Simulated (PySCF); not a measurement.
# Working out the electron affinity of C

C⁻ [He] 2s2 2p3 (4S) → C [He] 2s2 2p2 (3P). Calculation: PySCF 2.14, in aug-cc-pCVQZ-DK (9s8p6d4f2g, 109 functions); scalar relativity by spin-free X2C-1e. Frozen: nothing. Energies in hartree (1 hartree = 27.21139 eV):

```csv
part,C⁻ (lower),C (upper)
UHF,-37.724820,-37.708353
MP2 opposite-spin,-0.117523,-0.106420
MP2 same-spin,-0.037324,-0.017569
```

What does Hartree-Fock give?

(-37.708353) − (-37.724820) = 0.016467 hartree = 0.448 eV.

What do MP2 and SCS-MP2 (6/5 opposite-spin, 1/3 same-spin) give?

The opposite-spin parts differ by 0.302 eV and the same-spin parts by 0.538 eV. MP2: 0.448 + (0.302) + (0.538) = 1.288 eV. SCS-MP2: 0.448 + 1.2 × (0.302) + (0.538)/3 = 0.990 eV.

A first-order spin-orbit estimate adds -0.004 eV to MP2 (valence and next inner shell), giving 1.284 eV against 1.262 eV (measured; photodetachment measurements, as compiled on the Wikipedia data page of electron affinities).

What remains against the reference includes basis incompleteness and correlation beyond second order.
